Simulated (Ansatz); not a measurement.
We consider hcp Y, described by PBEsol (Ansatz, a first-principles code, PAW).

Settings: plane-wave cutoff 520 eV, 18×18×10 k mesh (along the axes of the cell as run), Fermi–Dirac smearing 0.05 eV, scalar-relativistic PAW data made under PBE.

Shape and atoms are relaxed at each volume.

Pressure at four volumes; x = ln(V/31.330 Å³). One pressure is withheld.

```json
[
 {"V (Å³/atom)": "30.077", "x": "-0.0408", "P (GPa)": "?"},
 {"V (Å³/atom)": "30.704", "x": "-0.0202", "P (GPa)": "0.88"},
 {"V (Å³/atom)": "31.330", "x": "0.0000", "P (GPa)": "0.00"},
 {"V (Å³/atom)": "32.584", "x": "0.0392", "P (GPa)": "-1.58"}
]
```

Pass a parabola P(x) through the three rows shown, estimate the bulk modulus and its pressure derivative near zero pressure, and predict the withheld pressure.

Slopes between the rows: (0.00 − (0.88))/(0.0000 − (-0.0202)) = -43.56 and (-1.58 − (0.00))/(0.0392 − (0.0000)) = -40.31 GPa. Their difference over the span 0.0594 is c = 3.25/0.0594 = 54.7 GPa, so P(x) = 0.88 + (-43.56)(x − (-0.0202)) + 54.7 (x − (-0.0202))(x − (0.0000)). At the middle row B = −dP/dx = −[-43.56 + 54.7 × 0.0202] = 42.5 GPa, and B′ = dB/dP = 2c/B = 2.6. At x = -0.0408 the parabola gives 1.82 GPa; the run gives 1.82 GPa. The Birch–Murnaghan fit to the energies at all volumes has B0 = 42.3 GPa and B′ = 2.6.

Measured, for comparison: bulk modulus 41.7 GPa (zero-point energy and finite temperature contributions removed, sources range from 37.3 to 41.7; as tabulated in doi:10.1021/acs.jctc.3c00612). Computed less measured: bulk modulus +1.4 % (+1.4 % to +13 % over the range).
